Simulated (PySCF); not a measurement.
# Orbital picture of MgSi⁻

MN15 at R = 2.700 Å; basis Mg aug-cc-pVDZ-DK, Si aug-cc-pVDZ-DK; spin-free X2C with a Gaussian nucleus; PySCF 2.14. State: ⁴Σ⁻ (quartet), unpaired electrons σ ↑, π ↑↑. Only the outer orbitals are listed, counted within each symmetry.

```
spin  orbital  occ.  ε (eV)  on Mg (%)            main shells (%)
   α       2π     1  -47.67        100                   100 Mg p
   α       2π     1  -47.67        100                   100 Mg p
   α       6σ     1  -47.64        100                   100 Mg p
   α       7σ     1   -8.14          6                    94 Si s
   α       8σ     1   -2.46         46           50 Si p, 44 Mg s
   α       3π     1   -1.08          9                    90 Si p
   α       3π     1   -1.08          9                    90 Si p
   α       9σ     1   -0.19         78  57 Mg s, 24 Si p, 21 Mg p
   α      10σ     0    2.45        103                    97 Mg p
   α       4π     0    2.47        109                   109 Mg p
   α       4π     0    2.47        109                   109 Mg p
   β       2π     1  -47.66        100                   100 Mg p
   β       2π     1  -47.66        100                   100 Mg p
   β       6σ     1  -47.60        100                   100 Mg p
   β       7σ     1   -6.28         17           84 Si s, 11 Mg s
   β       8σ     1   -1.51         84           82 Mg s, 14 Si p
   β       9σ     0    2.41         65  43 Mg p, 30 Si p, 22 Mg s
   β       3π     0    2.46         84           82 Mg p, 18 Si p
   β       3π     0    2.46         84           82 Mg p, 18 Si p
```

**Question.** Which are the highest filled and the lowest empty level, where do they sit, and how wide is the gap?

**Answer.** Highest filled α 9σ at -0.19 eV (in %: 57 Mg s, 24 Si p, 21 Mg p); lowest empty β 9σ at 2.41 eV (in %: 43 Mg p, 30 Si p, 22 Mg s); the gap at MN15 is 2.60 eV. An empty level above zero is unbound, and its energy depends on the basis.

- bond order (Mayer): 0.79
- ⟨S²⟩: 3.761
- charge on Mg (Mulliken, basis-dependent): -0.52
- charge on Mg (Löwdin, basis-dependent): -0.37
- dipole moment (positive dipole points towards Si; it is taken about the centre of mass and depends on that origin): 0.86 D

Shares are Mulliken populations and can fall outside 0 to 100 %.

The state was picked by a PBE0 search and need not be the measured ground state.
